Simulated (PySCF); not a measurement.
Gas-phase reaction: 3 B(CH3)3 = 3 BH2 + 3 CH3 + 2 C3H6 (propylene)

Energies from PySCF, thermal terms from the rigid-rotor harmonic-oscillator model, ideal gas at 1 bar. S°(298 K) at PBE0/def2-TZVP differs from the NASA 1993 table for BH2 (+14 J/mol/K); whether the harmonic model or the table's entry is off was not settled. † marks an energy on the PBE0/def2-TZVP geometry and frequencies; other levels use their own. MP2 and CCSD(T) freeze the core. 6-31G* has spherical d functions here. Open shells (unrestricted): BH2 (multiplicity 2), CH3 (multiplicity 2); the rest are closed-shell singlets. B3LYP is the form with VWN-RPA correlation. Methyl groups turn as free rotors in B(CH3)3. MP2 isn't extrapolated to the basis-set limit; its ΔH°(298 K) is 1797.2 kJ in def2-SVP and 1813.2 kJ in def2-TZVPP. CCSD(T) isn't extrapolated to the basis-set limit. The harmonic model lacks anharmonicity and excited electronic states, which grow with temperature; levels with a mode under 35 cm⁻¹ are left out. Internal rotation in C3H6 (propylene) is treated as a harmonic vibration of one conformer, which makes the entropy rough.

```json
[
 {"level": "B3LYP/6-31G*", "ΔE electronic, kJ": "1824", "ΔH°(298 K), kJ": "1736", "ΔS°(298 K), J/K": "746", "ΔG°(600 K), kJ": "1282"},
 {"level": "CCSD(T)/def2-SVP†", "ΔE electronic, kJ": "1828", "ΔH°(298 K), kJ": "1743", "ΔS°(298 K), J/K": "742", "ΔG°(600 K), kJ": "1292"},
 {"level": "HF/6-31G*", "ΔE electronic, kJ": "1465", "ΔH°(298 K), kJ": "1369", "ΔS°(298 K), J/K": "756", "ΔG°(600 K), kJ": "908"},
 {"level": "HF/def2-TZVP†", "ΔE electronic, kJ": "1418", "ΔH°(298 K), kJ": "1333", "ΔS°(298 K), J/K": "742", "ΔG°(600 K), kJ": "882"},
 {"level": "M06-2X/def2-TZVP†", "ΔE electronic, kJ": "1879", "ΔH°(298 K), kJ": "1795", "ΔS°(298 K), J/K": "742", "ΔG°(600 K), kJ": "1343"},
 {"level": "MP2/def2-SVP†", "ΔE electronic, kJ": "1882", "ΔH°(298 K), kJ": "1797", "ΔS°(298 K), J/K": "742", "ΔG°(600 K), kJ": "1346"},
 {"level": "MP2/def2-TZVPP†", "ΔE electronic, kJ": "1898", "ΔH°(298 K), kJ": "1813", "ΔS°(298 K), J/K": "742", "ΔG°(600 K), kJ": "1362"},
 {"level": "PBE/def2-SVP", "ΔE electronic, kJ": "1935", "ΔH°(298 K), kJ": "1853", "ΔS°(298 K), J/K": "745", "ΔG°(600 K), kJ": "1400"},
 {"level": "ωB97M-V/def2-TZVP†", "ΔE electronic, kJ": "1926", "ΔH°(298 K), kJ": "1841", "ΔS°(298 K), J/K": "742", "ΔG°(600 K), kJ": "1390"}
]
```
ΔH° is lowest at HF/def2-TZVP† and highest at PBE/def2-SVP. No reference value is set beside these.
